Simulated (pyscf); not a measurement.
9 silicon, germanium or tin steps of one kind (four-centre exchange, radical): reaction energy in kcal/mol, from the separated reactants or the lowest minimum found. Structures and frequencies: ωB97X-D3(BJ)/def2-SVP in PySCF. Functionals in def2-TZVP; the last column is ωB97M-D3(BJ)/def2-TZVP. Rows were drawn at random from the steps of this kind and element class whose saddle was verified and whose references are stable.

```
step                                               PBE  r²SCAN  PBE0-D3(BJ)  ωB97M-D3(BJ)
-----------------------------------------------  -----  ------  -----------  ------------
F–SiH•–F + H₂O -> HO–Si•(F)–F + H₂               -21.3   -24.4        -21.0         -21.8
HO–SiH•–Cl + HF -> H₂O + F–SiH•–Cl                -7.9    -8.0         -7.1          -7.9
H₃C–CH₂–O–SiH₂• + H₂O -> H₃C–CH₂–O–SiH•–OH + H₂  -18.9   -21.4        -18.6         -19.5
F–SiH₂–O–SiH₂• + H₂O -> HO–SiH•–O–SiH₂–F + H₂    -20.0   -22.6        -19.6         -20.9
F–SiH•–O–SiH₃ + H₂O → HO–Si•(F)–O–SiH₃ + H₂      -20.7   -23.9        -20.6         -21.4
H₃C–SiH•–Cl + HCl -> CH₄ + Cl–SiH•–Cl            -24.7   -25.3        -24.1         -24.2
•HN–SiH₂–NH₂ + NH₃ → •HN–SiH(NH₂)–NH₂ + H₂        -9.6   -12.3        -10.8         -11.6
•H₂Si–O–SiH₃ + H₂O → HO–SiH•–O–SiH₃ + H₂         -20.1   -22.4        -19.5         -20.5
HO–SiH•–OH + HF → H₂O + HO–SiH•–F                -10.3   -10.3         -9.6         -10.3
```

Differences from the last column (kcal/mol): PBE: mean +0.5, median +0.5, mean size 0.6, lower in 1 of 9; r²SCAN: mean -1.4, median -1.7, mean size 1.4, lower in 8 of 9; PBE0-D3(BJ): mean +0.8, median +0.8, mean size 0.8, lower in 0 of 9. PBE is closest for row 9 (0.0 kcal/mol apart) and farthest for row 7 (1.9 kcal/mol). PBE, r²SCAN and M06-2X carry no added dispersion term. The last column is a level with limits of its own.
